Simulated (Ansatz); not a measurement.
**Si2H6 (disilane): B3LYP/6-31G(d) (spherical functions)**

What is the energy change on altering one bond length of Si2H6 (disilane) at B3LYP/6-31G* (spherical functions)? 

The results are computed with Ansatz 0.2.0.

35 further runs of the same task are left out: 7 that didn't finish, 28 set aside as unsound or not needed. Runs told in other sessions of the task aren't counted.

## 1. The structure to begin with

Si2H6: 8 atoms, total charge 0, spin state singlet. As SMILES, `[SiH3][SiH3]`. Geometry: relaxed at PBE0-D4/def2-TZVP.

Bond lengths: Si1–Si2 2.338 Å, Si1–H3 1.488 Å, Si1–H4 1.488 Å, Si1–H5 1.488 Å, Si2–H6 1.488 Å, Si2–H7 1.488 Å, Si2–H8 1.488 Å. Some angles: Si1–Si2–H6 110.3°, Si1–Si2–H7 110.3°, Si1–Si2–H8 110.3°, Si2–Si1–H3 110.3°, Si2–Si1–H4 110.3°, Si2–Si1–H5 110.3°, H6–Si2–H7 108.7°, H6–Si2–H8 108.7°, H7–Si2–H8 108.7°, H3–Si1–H4 108.7°.

## 2. A single-point energy at B3LYP/6-31G(d) (spherical functions)

input.yaml reads:

```yaml
crystal:
  periodic: [false, false, false]
  atoms:
    - {symbol: Si, position_ang: [-0.340500, 0.490200, -1.004900]}
    - {symbol: Si, position_ang: [0.363500, -0.504400, 0.991000]}
    - {symbol: H, position_ang: [0.833900, 0.948200, -1.794900]}
    - {symbol: H, position_ang: [-1.112900, -0.483900, -1.821900]}
    - {symbol: H, position_ang: [-1.208000, 1.664100, -0.717900]}
    - {symbol: H, position_ang: [1.139000, 0.468600, 1.806300]}
    - {symbol: H, position_ang: [1.228100, -1.680500, 0.704000]}
    - {symbol: H, position_ang: [-0.811000, -0.959200, 1.782600]}
basis:
  gaussian:
    orbitals: 6-31G_st_-spherical.json
hamiltonian:
  xc: {name: B3LYP}
accuracy: high
output:
  orbitals: {seedname: orbitals}
```

The basis set 6-31G* is read from a file made from the Basis Set Exchange's data (not shown).

Command:

```sh
$ ansatz run input.yaml --threads 1 --pin off --max-ram 3480MiB --events-out events.jsonl --progress --plain --runs-dir runs
```

Output:

```text
Warning: RAYON_NUM_THREADS=1 ignored (pool sized by the plan → 1); use --threads N
Functional definition: B3LYP
  name "B3LYP"
  parameter a0 = 0.2
  parameter ax = 0.72
  parameter ac = 0.81
  exchange = (1 - a0 - ax)*slater_x + ax*b88_x + a0*exact_x
  correlation = (1 - ac)*vwn_rpa_c + ac*lyp_c
1085 factors; integrals over basis functions are off by at most 3.6e-9 eV
mean field evaluation 1: about -15852.2355 eV, gradient 9.7e0 eV
mean field evaluation 2: about -15852.5944 eV, gradient 3.9e0 eV
mean field evaluation 4: about -15852.6563 eV, gradient 1.4e-1 eV
mean field evaluation 8: about -15852.7858 eV, gradient 6.5e-3 eV
mean field evaluation 16: about -15852.7858 eV, gradient 1.5e-8 eV
mean field -15852.78582366 eV, -582.5791336154 hartree, gradient 1.5e-8 eV, S^2 0.000000; 0 other end points of the search recorded, 0 dependent functions left out
reference -15852.78586625 eV, -582.5791351806 hartree; 17, 17 occupied and 31, 31 virtual orbitals, 1085 factors
Total energy: -15852.78586625 eV, -582.5791351806 hartree
```

Run time: 3.6 s. Hardware: 1 thread of Arm Neoverse V1, shared host; peak memory 0.14 GiB.

## 3. The distorted shape at the same level

molecule.yaml reads:

```yaml
crystal:
  periodic: [false, false, false]
  atoms:
    - symbol: Si
      position_ang: [-0.080242, 0.138019, -1.091003]
    - symbol: Si
      position_ang: [0.623758, -0.856581, 0.904897]
    - symbol: H
      position_ang: [1.094158, 0.596019, -1.881003]
    - symbol: H
      position_ang: [-0.852642, -0.836081, -1.908003]
    - symbol: H
      position_ang: [-1.208000, 1.664100, -0.717900]
    - symbol: H
      position_ang: [1.399258, 0.116419, 1.720197]
    - symbol: H
      position_ang: [1.488358, -2.032681, 0.617897]
    - symbol: H
      position_ang: [-0.550742, -1.311381, 1.696497]
basis:
  gaussian: {orbitals: 6-31G_st_-spherical.json}
hamiltonian: {xc: {name: B3LYP}}
accuracy: high
output: {orbitals: {seedname: orbitals}}
```

The basis set 6-31G* is read from a file made from the Basis Set Exchange's data (not shown).

Command:

```sh
$ ansatz run molecule.yaml --threads 1 --pin off --max-ram 3480MiB --events-out events.jsonl --progress --plain --runs-dir runs
```

Output:

```text
Warning: RAYON_NUM_THREADS=1 ignored (pool sized by the plan → 1); use --threads N
Functional definition: B3LYP
  name "B3LYP"
  parameter a0 = 0.2
  parameter ax = 0.72
  parameter ac = 0.81
  exchange = (1 - a0 - ax)*slater_x + ax*b88_x + a0*exact_x
  correlation = (1 - ac)*vwn_rpa_c + ac*lyp_c
1083 factors; integrals over basis functions are off by at most 3.6e-9 eV
mean field evaluation 1: about -15851.3342 eV, gradient 9.0e0 eV
mean field evaluation 2: about -15851.6222 eV, gradient 4.0e0 eV
mean field evaluation 4: about -15851.6941 eV, gradient 2.1e-1 eV
mean field evaluation 8: about -15851.8115 eV, gradient 2.9e-2 eV
mean field evaluation 16: about -15851.8115 eV, gradient 4.1e-6 eV
mean field -15851.81154317 eV, -582.5433294679 hartree, gradient 5.5e-8 eV, S^2 0.000000; 0 other end points of the search recorded, 0 dependent functions left out
reference -15851.81158570 eV, -582.5433310307 hartree; 17, 17 occupied and 31, 31 virtual orbitals, 1083 factors
Total energy: -15851.81158570 eV, -582.5433310307 hartree
```

It took 3.6 s on 1 thread of Arm Neoverse V1, shared host; peak memory 0.14 GiB.

## 4. What came out

At B3LYP/6-31G* (spherical functions):

```
                                                          quantity          value
                                         first shape: total energy  -582.57914 Eh
                                          first shape: HOMO energy       -8.10 eV
                                          first shape: LUMO energy        0.58 eV
                                        first shape: HOMO–LUMO gap        8.69 eV
                                     distorted shape: total energy  -582.54333 Eh
                                      distorted shape: HOMO energy       -8.05 eV
                                      distorted shape: LUMO energy       -0.62 eV
                                    distorted shape: HOMO–LUMO gap        7.44 eV
energy change with the Si1–H5 bond stretched from 1.488 to 1.934 Å       0.974 eV
```

**Reading.** With the Si1–H5 bond stretched from 1.488 to 1.934 Å the energy rises by 0.97 eV (22.5 kcal/mol). The first shape isn't relaxed at this level, so the change isn't measured from a minimum.
